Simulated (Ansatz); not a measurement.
# SiBH7 (built from SMILES B[SiH3].[H][H]): single points off equilibrium

A test off equilibrium: a displaced guess of a reacting structure is computed at several levels, and each is set against CCSD(T).

Program: Ansatz 0.2.0, Gaussian basis. Level of theory: single points in def2-TZVPP. These are calculated values, not measurements.

Correlated methods freeze the cores.

## 1. The system as given

9 atoms, charge 0, spin multiplicity 1.

Atoms are counted from 1 here; the program's logs count them from 0.

Bond lengths: B1–H3 1.147 Å, B1–H4 1.129 Å, B1–H5 1.257 Å, Si2–H7 1.430 Å, Si2–H8 1.472 Å, Si2–H9 1.422 Å. Angles: H3–B1–H4 124.1°, H3–B1–H5 116.0°, H4–B1–H5 116.5°, H7–Si2–H8 106.2°, H7–Si2–H9 106.9°, H8–Si2–H9 106.5°.

Geometry (Å):

```
B    -1.0037    0.1355   -0.5606
Si    0.8588   -0.5177    0.4676
H    -1.9340   -0.0533    0.0841
H    -0.9554   -0.0545   -1.6725
H    -0.1635    0.9457   -0.0929
H    -0.7441    1.5880   -0.4316
H     2.0518   -0.0491   -0.1670
H     0.9403   -0.0815    1.8711
H     0.9300   -1.9381    0.4825
```

## 2. CCSD(T)/def2-TZVPP

Contents of run/in.yaml:

```yaml
crystal:
  periodic: [false, false, false]
  atoms:
    - {symbol: B, position_ang: [-1.003700, 0.135500, -0.560600]}
    - {symbol: Si, position_ang: [0.858800, -0.517700, 0.467600]}
    - {symbol: H, position_ang: [-1.934000, -0.053300, 0.084100]}
    - {symbol: H, position_ang: [-0.955400, -0.054500, -1.672500]}
    - {symbol: H, position_ang: [-0.163500, 0.945700, -0.092900]}
    - {symbol: H, position_ang: [-0.744100, 1.588000, -0.431600]}
    - {symbol: H, position_ang: [2.051800, -0.049100, -0.167000]}
    - {symbol: H, position_ang: [0.940300, -0.081500, 1.871100]}
    - {symbol: H, position_ang: [0.930000, -1.938100, 0.482500]}
basis:
  gaussian: {orbitals: def2-TZVPP}
correlation: {method: ccsd_t}
output: {forces: true}
```

No record of the launch command was kept for these runs.

What it wrote, shortened:

```text
Functional definition: HF
  name "HF"
  cite "Fock, Z. Phys. 61, 126 (1930) doi:10.1007/BF01340294"
  parent pbe
[...]
944 factors; integrals over basis functions are off by at most 1.7e-3 eV
[...]
mean field -8642.30652056 eV, -317.5989066649 hartree, gradient 1.8e-6 eV, S^2 0.000000; 0 other end points of the search recorded, 0 dependent functions left out
6 core orbitals not correlated: weight in the atoms' cores, before any rotation towards them, 1.000 or more for the frozen orbitals, at most 0.000 for the correlated occupied ones
reference -8642.30652056 eV, -317.5989066649 hartree; 7, 7 occupied and 158, 158 virtual orbitals, 944 factors
second order -8.00766582 eV of doubles, -0.00000000 eV of singles
cycle   1  -8.88230383 eV  change   -8.7e-1 eV  update   6.9e-2
[...]
cycle   9  -9.21386464 eV  change    5.0e-6 eV  update   6.7e-6
perturbative correction -0.30384683 eV, -0.0111661652 hartree
[...]
Total energy: -8651.82423203 eV, -317.9486761101 hartree
Atom 0 at    -1.003700     0.135500    -0.560600 Å, force     1.547997     0.835059     1.422407 eV/Å
Atom 1 at     0.858800    -0.517700     0.467600 Å, force    -1.242918     0.048692     0.098811 eV/Å
Atom 2 at    -1.934000    -0.053300     0.084100 Å, force    -0.758767    -0.030295     0.832391 eV/Å
Atom 3 at    -0.955400    -0.054500    -1.672500 Å, force     0.342573    -0.148126    -1.650467 eV/Å
Atom 4 at    -0.163500     0.945700    -0.092900 Å, force     0.419047     0.888772     0.224050 eV/Å
Atom 5 at    -0.744100     1.588000    -0.431600 Å, force    -0.860545    -1.037499    -0.438590 eV/Å
Atom 6 at     2.051800    -0.049100    -0.167000 Å, force     0.798712     0.484157    -0.605864 eV/Å
Atom 7 at     0.940300    -0.081500     1.871100 Å, force    -0.153208     0.202103     0.192615 eV/Å
Atom 8 at     0.930000    -1.938100     0.482500 Å, force    -0.092890    -1.242863    -0.075354 eV/Å
Dipole moment:     0.098182     0.176188     0.038068 e Å
```

It took 48 s on 4 threads, shared host; peak memory 2.7 GiB.

## 3. PBE0-D4/def2-TZVPP

Changes to run/in.yaml since step 2:

```diff
@@ -14,3 +14,3 @@
   gaussian: {orbitals: def2-TZVPP}
-correlation: {method: ccsd_t}
-output: {forces: true}
+hamiltonian: {xc: pbe0, dispersion: d4}
+output: {forces: true, orbitals: {seedname: orbitals}}
```

The log in run was not kept; the run's report gives a total energy of -8661.751064 eV.

Wall time 1.5 s (4 threads, shared host); peak memory 0.29 GiB.

## 4. wB97M-V/def2-TZVPP

Changes to run/in.yaml since step 3:

```diff
@@ -14,3 +14,3 @@
   gaussian: {orbitals: def2-TZVPP}
-hamiltonian: {xc: pbe0, dispersion: d4}
-output: {forces: true, orbitals: {seedname: orbitals}}
+hamiltonian: {xc: {name: wB97M-V}}
+output: {forces: true}
```

The log in run was not kept; the run's report gives a total energy of -8664.352280 eV.

It took 4.3 s on 4 threads, shared host; peak memory 0.37 GiB.

## 5. r2SCAN-D4/def2-TZVPP

Changes to run/in.yaml since step 4:

```diff
@@ -14,3 +14,3 @@
   gaussian: {orbitals: def2-TZVPP}
-hamiltonian: {xc: {name: wB97M-V}}
+hamiltonian: {xc: r2scan, dispersion: d4}
 output: {forces: true}
```

What it wrote, shortened:

```text
Functional definition: r2SCAN
  name "r2SCAN"
  cite "Furness, Kaplan, Ning, Perdew & Sun, J. Phys. Chem. Lett. 11, 8208 (2020) doi:10.1021/acs.jpclett.0c02405"
  cite "Furness, Kaplan, Ning, Perdew & Sun, J. Phys. Chem. Lett. 11, 9248 (2020) doi:10.1021/acs.jpclett.0c03077"
  parent r2scan
[...]
870 factors; their error is unknown
[...]
mean field -8664.88652108 eV, -318.4287063788 hartree, gradient 8.9e-5 eV, S^2 0.000000; 0 other end points of the search recorded, 0 dependent functions left out
[...]
reference -8664.88653494 eV, -318.4287068878 hartree; 13, 13 occupied and 158, 158 virtual orbitals, 870 factors
Total energy: -8664.91568857 eV, -318.4297782643 hartree
Atom 0 at    -1.003700     0.135500    -0.560600 Å, force     1.547983     0.918457     1.416978 eV/Å
Atom 1 at     0.858800    -0.517700     0.467600 Å, force    -1.361370     0.117261     0.027890 eV/Å
Atom 2 at    -1.934000    -0.053300     0.084100 Å, force    -0.734319    -0.042556     0.829000 eV/Å
Atom 3 at    -0.955400    -0.054500    -1.672500 Å, force     0.352668    -0.160572    -1.623539 eV/Å
Atom 4 at    -0.163500     0.945700    -0.092900 Å, force     0.572475     0.704337     0.314809 eV/Å
Atom 5 at    -0.744100     1.588000    -0.431600 Å, force    -1.009754    -0.936209    -0.525822 eV/Å
Atom 6 at     2.051800    -0.049100    -0.167000 Å, force     0.845257     0.488486    -0.616937 eV/Å
Atom 7 at     0.940300    -0.081500     1.871100 Å, force    -0.137920     0.207349     0.244400 eV/Å
Atom 8 at     0.930000    -1.938100     0.482500 Å, force    -0.075021    -1.296552    -0.066778 eV/Å
Dipole moment:     0.094780     0.173730     0.036499 e Å
```

It took 2 s on 4 threads, shared host; peak memory 0.18 GiB.

## 6. PBE-D4/def2-TZVPP

Changes to run/in.yaml since step 5:

```diff
@@ -14,3 +14,3 @@
   gaussian: {orbitals: def2-TZVPP}
-hamiltonian: {xc: r2scan, dispersion: d4}
+hamiltonian: {xc: pbe, dispersion: d4}
 output: {forces: true}
```

The log in run was not kept; the run's report gives a total energy of -8660.608731 eV.

It took 1.1 s on 4 threads, shared host; peak memory 0.16 GiB.

## 7. LC-wPBE/def2-TZVPP

Changes to run/in.yaml since step 6:

```diff
@@ -14,3 +14,3 @@
   gaussian: {orbitals: def2-TZVPP}
-hamiltonian: {xc: pbe, dispersion: d4}
+hamiltonian: {xc: {name: LC-wPBE}}
 output: {forces: true}
```

The log in run was not kept; the run's report gives a total energy of -8663.320289 eV.

Run time: 1.4 s. Hardware: 4 threads, shared host; peak memory 0.22 GiB.

## 8. CAM-B3LYP-D4/def2-TZVPP

Changes to run/in.yaml since step 7:

```diff
@@ -14,3 +14,3 @@
   gaussian: {orbitals: def2-TZVPP}
-hamiltonian: {xc: {name: LC-wPBE}}
+hamiltonian: {xc: {name: CAM-B3LYP}, dispersion: d4}
 output: {forces: true}
```

The log in run was not kept; the run's report gives a total energy of -8665.773952 eV.

Wall time 1.7 s (4 threads, shared host); peak memory 0.31 GiB.

## 9. The levels compared

```
      method  RMS force component (eV/Å)  RMS error against CCSD(T) (eV/Å)  angle to CCSD(T) forces (°)  dipole (D)
     CCSD(T)                       0.787                         reference                    reference        0.99
     PBE0-D4                       0.823                             0.075                          4.6        0.99
     wB97M-V                       0.765                             0.051                          3.4        0.99
   r2SCAN-D4                       0.802                             0.074                          5.2        0.97
      PBE-D4                       0.854                             0.151                          9.5        0.97
     LC-wPBE                       0.861                             0.099                          4.6        1.06
CAM-B3LYP-D4                       0.765                             0.051                          3.4        0.99
```

Energy less the free neutral atoms in their ground states at the same level (atoms from separate runs):

Differences are taken before rounding.

```
      method                    rung  energy less atoms (kcal/mol)  from CCSD(T) (kcal/mol)
      PBE-D4                     GGA                        -590.6                    -10.6
   r2SCAN-D4                meta-GGA                        -597.6                    -17.5
     PBE0-D4                  hybrid                        -588.9                     -8.8
CAM-B3LYP-D4  range-separated hybrid                        -597.4                    -17.4
     LC-wPBE  range-separated hybrid                        -584.7                     -4.7
     wB97M-V  range-separated hybrid                        -595.0                    -14.9
Hartree-Fock            wavefunction                        -450.0                   +130.1
         MP2            wavefunction                        -572.2                     +7.9
        CCSD            wavefunction                        -575.4                     +4.6
     CCSD(T)            wavefunction                        -580.1                        0
```

What each level took, beside its miss in the forces (shared host):

```
      method   time  RMS force error (eV/Å)
     CCSD(T)   48 s                       0
     PBE0-D4  1.5 s                   0.075
     wB97M-V  4.3 s                   0.051
   r2SCAN-D4    2 s                   0.074
      PBE-D4  1.1 s                   0.151
     LC-wPBE  1.4 s                   0.099
CAM-B3LYP-D4  1.7 s                   0.051
```

## 10. Summary of results

| quantity | value |
| --- | --- |
| energy less free atoms, CCSD(T)/def2-TZVPP | -580.1 kcal/mol |
| RMS force component | 0.765 to 0.861 eV/Å over the methods |
| RMS force error | PBE0-D4 0.075, wB97M-V 0.051, r2SCAN-D4 0.074, PBE-D4 0.151, LC-wPBE 0.099, CAM-B3LYP-D4 0.051 eV/Å |
| HOMO and LUMO, PBE0-D4 | -8.10 and 0.10 eV |
| T1 diagnostic | 0.011 |

Against CCSD(T) the functionals' energies less atoms differ by -17.5 to -4.7 kcal/mol, PBE-D4 by -10.6 kcal/mol. The reference is not at the basis limit: in triple zeta CCSD(T) underbinds, which counts against methods that bind more; the gaps are no ranking. On forces the order runs from wB97M-V to PBE-D4. Frozen-core CCSD(T) forces in triple zeta carry basis errors of their own, and this is one geometry, so small gaps rank nothing.
